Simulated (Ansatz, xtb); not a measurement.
## Isomers of C4H2N− in order of energy

4 gas-phase structures of C4H2N−, found in a search over its isomers (lower ones may exist). Each was relaxed with GFN2-xTB:

A. `C#C[N-]C#C`, a singlet
B. `C#CC=C=[N-]`, a singlet
C. a singlet given by its coordinates
D. `C=C=C=C=[N-]`, a singlet

C (Å):

```xyz
7

C    -1.5955    1.6490   -2.7076
C    -1.8423    1.1880   -1.6020
C    -1.8691    0.6771   -0.3688
C    -2.0639    0.2760    0.7853
N    -2.2064   -0.3389    1.8949
H    -1.7337    2.0580   -3.6703
H    -2.2220    0.2666    2.7164
```

Close contacts (Å): C1–C2 1.22, C2–C3 1.34, C3–C4 1.24, C4–N5 1.28, C1–H6 1.06, N5–H7 1.02.

Question: Estimate their order in r2SCAN-D4/def2-SVPD//GFN2-xTB energy at these geometries, lowest first.

Answer: Calculated order at r2SCAN-D4/def2-SVPD//GFN2-xTB: D (0.000), B (0.228), C (1.086), A (1.680) eV.

Energies above the lowest of each column, in eV; the last columns are at r2SCAN-D4/def2-SVPD geometries and were run for some of them only (a dash: not run or not comparable):

```
structure  GFN2-xTB  HF/STO-3G  r2SCAN-D4/def2-SVPD//GFN2-xTB  r2SCAN-D4/def2-SVPD  CCSD(T)/def2-SVPD + ΔMP2/def2-TZVPPD
        D     0.000      0.133                          0.000                0.000                                 0.000
        B     0.081      0.000                          0.228                0.184                                 0.033
        C     0.842      2.180                          1.086                1.066                                 1.293
        A     0.795      2.416                          1.680                    –                                     –
```

CCSD(T)/def2-SVPD + ΔMP2/def2-TZVPPD has B and D within 1 kcal/mol of each other at the bottom, and every level picks one of them. Frequencies (r2SCAN-D4/def2-SVPD) were run for B, C, D alone. ΔMP2 is the change of the MP2 energy from the smaller to the larger basis.

Over these structures GFN2-xTB departs from r2SCAN-D4/def2-SVPD//GFN2-xTB by 0.283 eV on average once a common shift is removed. A GFN2-xTB relaxation took about 0.12 s and the r2SCAN-D4/def2-SVPD//GFN2-xTB energy about 1.6 s on a shared host (Ansatz 0.2.0, xtb 6.7.1).
